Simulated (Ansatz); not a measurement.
Relaxation of CH5 (6 atoms, charge 0, multiplicity 2), to a largest force component of 0.03 eV/Å in at most 50 steps.

All numbers below come from UKS r2SCANh-D4/def2-SVPD (Ansatz 0.2.0).

```xyz
6
Properties=species:S:1:pos:R:3:forces:R:3
H -0.431 -0.391 0.061 -0.32 -0.29 0.05
H -1.842 -1.678 0.270 -0.04 -0.03 0.01
C 0.368 0.335 -0.054 0.37 0.34 -0.05
H 1.333 -0.184 -0.052 -0.02 0.02 0.00
H 0.240 0.869 -1.002 0.01 -0.01 0.03
H 0.332 1.048 0.777 0.00 -0.02 -0.02
```

Q: Where does it end, and by what steps?

A: It converged. The force dipped under the threshold on the way, but the program's further checks kept it going. After 5 steps the energy has fallen by 0.010 eV; H2 moved furthest, 0.30 Å.

```json
{"step": "0", "energy less start (eV)": "0.0000", "largest force component (eV/Å)": "0.373", "accepted": "yes"}
{"step": "1", "energy less start (eV)": "-0.0039", "largest force component (eV/Å)": "0.104", "accepted": "yes"}
{"step": "2", "energy less start (eV)": "-0.0059", "largest force component (eV/Å)": "0.055", "accepted": "yes"}
{"step": "3", "energy less start (eV)": "-0.0086", "largest force component (eV/Å)": "0.065", "accepted": "yes"}
{"step": "4", "energy less start (eV)": "-0.0093", "largest force component (eV/Å)": "0.006", "accepted": "yes"}
{"step": "5", "energy less start (eV)": "-0.0098", "largest force component (eV/Å)": "0.018", "accepted": "yes"}
```

```xyz
6
Properties=species:S:1:pos:R:3
H -0.392 -0.357 0.056
H -2.063 -1.879 0.301
C 0.413 0.376 -0.060
H 1.379 -0.141 -0.059
H 0.285 0.910 -1.008
H 0.379 1.090 0.769
```

Time of the run: 5.5 s on 2 threads of Arm Neoverse V2, on a shared host, peak memory 0.13 GiB.
